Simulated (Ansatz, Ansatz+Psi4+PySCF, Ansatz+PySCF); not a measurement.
```xyz
6

C    -0.9816   -0.6476    0.0000
C    -0.0033    0.5064    0.0000
H    -0.4589   -1.6077    0.0000
H    -1.6210   -0.5631    0.8811
H    -1.6210   -0.5631   -0.8811
O     1.2117    0.4471    0.0000
```

Basis set: cc-pVTZ (spherical functions). Frozen core: 3 orbitals. Correlation on ROHF uses semicanonical orbitals with singles. Charge 0, multiplicity 2.

Computed with Ansatz (development build ahead of 0.2.0); each method stands on the lowest determinant of its kind that the runs found.

Task: Give the atomization energy at this shape (free ground-state atoms in the same class of orbitals less the molecule, no zero-point energy) of doublet C2H3O by ROHF-CCSD(T), ROHF-MP2, UHF-MP2, ROHF, UHF.

Result:

```
      method  atomization energy
ROHF-CCSD(T)            24.49 eV
    ROHF-MP2            25.10 eV
     UHF-MP2            25.06 eV
        ROHF            18.15 eV
         UHF            17.86 eV
```
